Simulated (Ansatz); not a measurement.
[H···H···BH₂], doublet: transfer scan

All five atoms lie in one plane.

Starting geometry:

| atom | x (Å) | y (Å) | z (Å) |
| --- | --- | --- | --- |
| H | -1.9803 | 0.0000 | 0.0000 |
| H | -1.2353 | 0.0000 | 0.0000 |
| B | 0.1727 | 0.0000 | 0.0000 |
| H | 0.6818 | 0.0000 | 1.0770 |
| H | 0.6818 | 0.0000 | -1.0770 |

From there H2 is moved from one fragment to the other while all else, the fragments' distance too, stays fixed; atoms are numbered as listed. Energies are in kcal/mol, counted from the starting geometry at the same level. Kohn–Sham curves are unrestricted where that lies lower.

Basis 6-31G; Ansatz 0.2.0. Only valence electrons are correlated (noble-gas cores frozen).

A value is left out where its run failed or describes another state than the reference as far as symmetry and spin tell, or, spin-broken singlets apart, can't be checked. The reference follows the lowest state, whose symmetry changes from B1 to A1 between 0.693 and 0.745.

In so small a basis the reference is far from its limit while semilocal and hybrid functionals are nearer theirs (RPA and double hybrids share much of the reference's basis error), so the functionals' errors here hold much of the reference's basis and frozen-core error, which can add to them or hide them.

Full CI is exact within this basis and frozen core; it isn't the basis-set limit.

| distance H1-H2 (Å) | full CI | B3LYP | CAM-B3LYP | wB97M-V | B2PLYP |
| --- | --- | --- | --- | --- | --- |
| 0.693 | 2.8 | – | – | – | – |
| 0.745 | 0.0 | 0.0 | 0.0 | 0.0 | 0.0 |
| 0.779 | -1.3 | -1.5 | -1.6 | -1.5 | -1.5 |
| 0.813 | -2.3 | -2.6 | -2.7 | -2.5 | -2.5 |
| 0.847 | -3.1 | -3.3 | -3.6 | -3.2 | -3.3 |
| 0.881 | -3.6 | -3.7 | -4.1 | -3.7 | -3.9 |
| 0.915 | -4.0 | -3.9 | -4.4 | -3.8 | -4.2 |
| 0.949 | -4.0 | -3.6 | -4.3 | -3.6 | -4.2 |
| 0.983 | -3.7 | -3.0 | -3.8 | -3.0 | -3.7 |
